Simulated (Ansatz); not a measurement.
# HS (doublet): wave-function methods side by side, aug-cc-pVDZ

Aim: climb from Hartree-Fock through coupled cluster and multireference methods for HS (doublet) at one geometry and basis, and see what each rung misses.

Program: Ansatz 0.2.0, Gaussian basis. Level of theory: aug-cc-pVDZ, core rule «outside noble gas», up to 5 orbitals frozen. These are calculated values, not measurements.

To be run: UHF; CCSD(T) on ROHF; CCSD(T) on UHF; BCCD(T) on ROHF; CISD; CCSDT(Q) on ROHF; CCSDT(Q) on UHF; CASSCF and MRCISD+Q, 7 electrons in 5 orbitals; CASSCF and NEVPT2, 7 electrons in 5 orbitals.

16 further runs of the same task are left out: 7 that didn't finish, 9 set aside as unsound or not needed.

## Step 1: What is computed

The geometry is a PBE0/def2-TZVPD stationary point (not a proven minimum) of the parent state, kept for this charge and spin.

2 atoms, charge 0, spin multiplicity 2.

Atoms are counted from 1 here; the program's logs count them from 0.

No contacts short enough for the rule that draws bonds.

## Step 2: UHF

Contents of in.yaml:

```yaml
crystal:
  periodic: [false, false, false]
  atoms:
    - {symbol: S, position_ang: [0.000000, 0.000000, 0.000000]}
    - {symbol: H, position_ang: [0.000000, 0.000000, 1.948400]}
basis:
  gaussian: {orbitals: aug-cc-pVDZ}
magnetization: {spin_polarized: true, initial_magnetization: 1}
hamiltonian: {xc: hf}
output: {orbitals: {seedname: orbitals}}
```

Launch:

```bash
$ ansatz run in.yaml --threads 1 --pin off --events-out ev --progress --plain --max-ram 2393MiB
```

The runs that follow: CCSD(T) on ROHF; CCSD(T) on UHF; BCCD(T) on ROHF; CISD; CCSDT(Q) on ROHF; CCSDT(Q) on UHF; CASSCF and MRCISD+Q, 7 electrons in 5 orbitals; CASSCF and NEVPT2, 7 electrons in 5 orbitals.

Before running them: what should the planned runs give, taken together? Wanted: UCCSDT(Q) below the RHF energy; RMP2 from UCCSDT(Q); UMP2 from UCCSDT(Q); RCCSD from UCCSDT(Q); RCCSD(T) from UCCSDT(Q); UCCSD(T) from UCCSDT(Q); RCCSDT(Q) from UCCSDT(Q); NEVPT2 valence from UCCSDT(Q); MRCISD+Q valence from UCCSDT(Q).

**Answer**, as computed:

```
                         quantity                                                           value
   UCCSDT(Q) below the RHF energy                                                      -4.6262 eV
              RMP2 from UCCSDT(Q)                                                 +22.24 kcal/mol
              UMP2 from UCCSDT(Q)                                                 +28.37 kcal/mol
             RCCSD from UCCSDT(Q)                                                  +4.39 kcal/mol
          RCCSD(T) from UCCSDT(Q)                                                  +0.90 kcal/mol
          UCCSD(T) from UCCSDT(Q)                                                  +1.30 kcal/mol
         RCCSDT(Q) from UCCSDT(Q)                                                   0.00 kcal/mol
    NEVPT2 valence from UCCSDT(Q)                                                 +19.30 kcal/mol
  MRCISD+Q valence from UCCSDT(Q)                                                  -0.09 kcal/mol
levels within 1 kcal/mol (43 meV)  RCCSD(T), BCCD(T), RCCSDT, UCCSDT, RCCSDT(Q), MRCISD+Q valence
                    T1 diagnostic                                                           0.026
   effectively unpaired electrons                                                            1.15
```

**Reading.** RCCSD(T) lands +0.90 kcal/mol from the yardstick (0.8 % of the correlation energy). One determinant dominates. Of the multireference levels listed MRCISD+Q valence comes nearest in total energy (-0.09 kcal/mol), which doesn't show that its space is the better one. These misses are within one basis, not against nature; the frozen cores of restricted and unrestricted runs differ, which can shift their rows.
